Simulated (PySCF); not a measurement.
CH6B2.
Structure used (GFN2-xTB), in Å, numbered top down from 1:
```
atom  x, y, z in Å
B1    -0.5898    1.1140   -0.2388
C2    -0.4924   -0.4295    0.0216
B3     1.0359   -0.7272    0.2113
H4    -0.5265    1.5334   -1.3291
H5    -0.7089    1.8560    0.6576
H6    -1.0446   -0.6979    0.9209
H7    -0.8841   -0.9810   -0.8317
H8     1.7048   -0.9878   -0.7125
H9     1.5190   -0.6739    1.2756
```

The closed-shell ground state was solved at several levels (PySCF, density fitting, gas phase, non-relativistic).

```
              level  basis functions  total energy (Eh)  HOMO (eV)  LUMO (eV)  gap (eV)  dipole (D)
CAM-B3LYP/def2-SVPD              108           -91.2336     -10.45      -1.14      9.31        0.65
        B3LYP/pcJ-1              141           -91.3901      -8.85      -2.46      6.39        0.59
```

Task: Estimate the row for PBE0/pcSseg-1, a basis of 81 functions; the other rows only guide the guess.

Result: Total energy -91.2208 Eh, HOMO -9.00 eV, LUMO -2.24 eV, gap 6.76 eV, dipole 0.58 D.

Task: Over all these levels, which gives the widest orbital gap and which the narrowest?

Result: CAM-B3LYP/def2-SVPD (range-separated hybrid) has the widest, 9.31 eV, and B3LYP/pcJ-1 (global hybrid, 20 % exact exchange) the narrowest, 6.39 eV. Functional and basis both differ between the two, so the spread mixes both effects.

Task: How far do the dipole and the HOMO energy spread over the levels?

Result: The dipole runs from 0.58 to 0.65 D (mean 0.61 D) and the HOMO from -10.45 to -8.85 eV.

One conformer stands for the species.
